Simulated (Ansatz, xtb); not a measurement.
CH3OS: 5 structures ranked

5 gas-phase structures of CH3OS, found in a search over its isomers (lower ones may exist). Each was relaxed with GFN2-xTB; where two conformers were screened, the lower at r2SCAN-D4/def2-SVP is listed:

A. a doublet given by its coordinates
B. `O[CH]S`, a doublet
C. `OC[S]`, a doublet
D. `CO[S]`, a doublet
E. `[CH2]SO`, a doublet

A (Å):

```yaml
atoms:
  - { symbol: C, position_ang: [-0.2991, -0.2535, -0.3547] }
  - { symbol: O, position_ang: [0.9282, -1.3271, 1.7328] }
  - { symbol: S, position_ang: [-0.0882, -0.2941, 1.4654] }
  - { symbol: H, position_ang: [0.6460, 0.0168, -0.8160] }
  - { symbol: H, position_ang: [-0.6043, -1.2370, -0.6981] }
  - { symbol: H, position_ang: [-1.0598, 0.4850, -0.5788] }
```

Close contacts (Å): C1–S3 1.83, O2–S3 1.47, C1–H4 1.09, C1–H5 1.09, C1–H6 1.08.

**Question.** Which do you expect lowest at r2SCAN-D4/def2-SVP, and how would the others follow?

**Answer.** Calculated order at r2SCAN-D4/def2-SVP: C (0.000), A (0.023), B (0.300), D (0.496), E (0.919) eV. Less than 1 kcal/mol parts C and A, so the order within that pair means little. CCSD(T)/def2-TZVP after further relaxation puts A lowest instead.

Energies above the lowest of each column, in eV; the last columns are at B3LYP-D3(BJ)/def2-SVP geometries and were run for some of them only (a dash: not run or not comparable):

| structure | GFN2-xTB | HF/STO-3G | r2SCAN-D4/def2-SVP | B3LYP-D3(BJ)/def2-SVP | CCSD(T)/def2-TZVP |
| --- | --- | --- | --- | --- | --- |
| C | 0.159 | 0.000 | 0.000 | 0.000 | 0.293 |
| A | 0.000 | 0.605 | 0.023 | 0.021 | 0.000 |
| B | 0.840 | 0.782 | 0.300 | 0.314 | 0.693 |
| D | 0.210 | 0.126 | 0.496 | 0.415 | – |
| E | 1.237 | 1.492 | 0.919 | – | – |

CCSD(T)/def2-TZVP puts A lowest of those it was run on; HF/STO-3G picks C, r2SCAN-D4/def2-SVP picks C, B3LYP-D3(BJ)/def2-SVP picks C. CCSD(T)/def2-TZVP orders those it was run on as A (0.000), C (0.293), B (0.693) eV. Some further structures that were screened fall inside this span and aren't listed. Flexible structures stand in one conformer each, not always the lowest. Frequencies (B3LYP-D3(BJ)/def2-SVP) were run for A, B, C alone. Open shells are spin-unrestricted.

Over these structures GFN2-xTB departs from r2SCAN-D4/def2-SVP by 0.237 eV on average once a common shift is removed. A GFN2-xTB relaxation took about 0.083 s and the r2SCAN-D4/def2-SVP energy about 2.4 s on a shared host (Ansatz 0.2.0, xtb 6.7.1).
